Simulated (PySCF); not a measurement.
Electron affinity of Cl by level of theory

Cl- [Ar] (1S) → Cl [Ne] 3s2 3p5 (2P), as a difference of total energies. All numbers are calculated (PySCF 2.14, the non-relativistic Hamiltonian (point nucleus), in aug-cc-pV(T+d)Z). Correlated levels: valence: [Ne] frozen. The calculations carry no spin-orbit coupling.

```csv
method,electron affinity (eV)
UHF,2.378
MP2 (valence),3.634
SCS-MP2 (valence),3.535
CCSD (valence),3.412
CCSD(T) (valence),3.504
```

Question: How much does correlation contribute at CCSD(T) (valence)?

Answer: 3.504 − (2.378) = 1.126 eV, measured against UHF.

A first-order spin-orbit estimate (lowest level to lowest level, LS coupling) adds -0.034 eV.

Errors of the correlated levels include the incompleteness of this basis and the frozen core.

For comparison: 3.613 eV (measured; photodetachment measurements, as compiled on the Wikipedia data page of electron affinities).
